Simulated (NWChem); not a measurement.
## Correlation energy of DMSO (C2H6OS)

```
S
O 1 1.5172
C 1 1.8499 2 106.49
H 3 1.1063 1 105.79 2 -66.72
H 3 1.1078 4 109.78 1 -116.56
H 3 1.1080 4 110.26 5 -123.52
C 1 1.8499 2 106.49 3 101.38
H 7 1.1063 1 105.79 2 66.72
H 7 1.1078 8 109.78 1 116.56
H 7 1.1080 8 110.26 9 123.52
```
Charge 0, spin multiplicity 1.

All runs are NWChem calculations. The geometry was optimised at PBE/def2-SVP, a minimum by its harmonic frequencies.

Basis set: 3-21G. Each correlation energy counts from its own Hartree-Fock reference.

```tsv
method	correlation energy (mHa)	difference from CCSD(T)
MP2	-374.6	+48.9
SCS-MP2	-376.3	+47.1
CR-CCSD[T]	-422.1	+1.4
CR-CCSD(T)	-420.5	+3.0
CCSD	-411.2	+12.3
CCSD+T(CCSD)	-425.6	-2.2
CCSD(T)	-423.5	0.0
```

The values span 51.0 mHa, from CCSD+T(CCSD) (lowest) to MP2 (highest). 

The correlated methods keep 8 core orbitals frozen. Coupled-cluster values serve here as a point of comparison, not as the truth.
